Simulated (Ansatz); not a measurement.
Start from GaP in the zinc blende structure (space group F-43m, No. 216).

```xyz
2
Lattice="0.0000 2.7256 2.7256 2.7256 0.0000 2.7256 2.7256 2.7256 0.0000" Properties=species:S:1:pos:R:3 pbc="T T T"
P      4.0885     4.0885     4.0885
Ga     0.0000     0.0000     0.0000
```

Computed with Kohn–Sham DFT with the r2SCAN functional, run in Ansatz (a program for electronic structure) with PAW and 500 eV plane waves, spin-orbit coupling left out.

Modification: B takes the place of Ga on all its sites, then cell and atoms are relaxed.

Measured lattice parameter a: GaP 5.439 Å (static lattice; corrected from measurement; as listed in Daniel Mejia-Rodriguez, S. B. Trickey, Phys. Rev. B (2018)); BP 4.525 Å (static lattice; corrected from measurement; as listed in Daniel Mejia-Rodriguez, S. B. Trickey, Phys. Rev. B (2018)).

**Question.** How well does r2SCAN reproduce the measured shift?

**Answer.** With r2SCAN the lattice parameter a moves by -0.915 Å (5.451 → 4.536) against -0.914 Å measured.

No phonon test of stability was made.
